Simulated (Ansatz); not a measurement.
This geometry of C2H8Si (11 atoms, charge 0, multiplicity 1) is a first-order saddle point.

Computed with Ansatz, RKS B3LYP-D4/def2-SVP.

```xyz
11
Properties=species:S:1:pos:R:3
C -0.820 1.085 -0.458
C -0.485 -0.417 -0.300
Si 1.119 -0.765 0.640
H -1.787 1.335 0.006
H -0.884 1.377 -1.517
H -0.069 1.748 0.005
H -0.405 -0.909 -1.284
H -1.298 -0.950 0.223
H 1.050 -0.184 2.016
H 2.280 -0.142 -0.065
H 1.363 -2.235 0.754
```

Task: Which two structures does it join? (They come from a converged band through this point; their orientation in space is the band's.)

Result: No bond is made or broken. The dihedral H5–C1–C2–Si3 goes from 60 to 180°. The two ends are copies of one structure, up to a mirror image or an exchange of like atoms.

First end point:

```xyz
11
Properties=species:S:1:pos:R:3
C -0.836 1.077 -0.429
C -0.541 -0.411 -0.195
Si 1.168 -0.758 0.542
H -1.839 1.230 -0.859
H -0.108 1.529 -1.124
H -0.790 1.652 0.510
H -0.621 -0.974 -1.142
H -1.296 -0.852 0.481
H 1.315 -0.080 1.865
H 2.241 -0.246 -0.364
H 1.372 -2.225 0.736
```

Last end point:

```xyz
11
Properties=species:S:1:pos:R:3
C -0.819 1.077 -0.464
C -0.471 -0.411 -0.325
Si 1.107 -0.757 0.662
H -0.973 1.551 0.520
H -1.743 1.225 -1.047
H -0.017 1.636 -0.974
H -0.353 -0.874 -1.321
H -1.299 -0.957 0.162
H 0.987 -0.212 2.049
H 2.285 -0.110 0.009
H 1.361 -2.226 0.750
```

Task: How far does it lie above each of them?

Result: 2.7 kcal/mol above the first and 2.7 kcal/mol above the second. This is the barrier of this one path; another mechanism may lie lower.

Run time: 90 s on 1 thread of AMD EPYC 7R43 64-Core Processor (Zen 3) (shared host), peak memory 0.18 GiB.
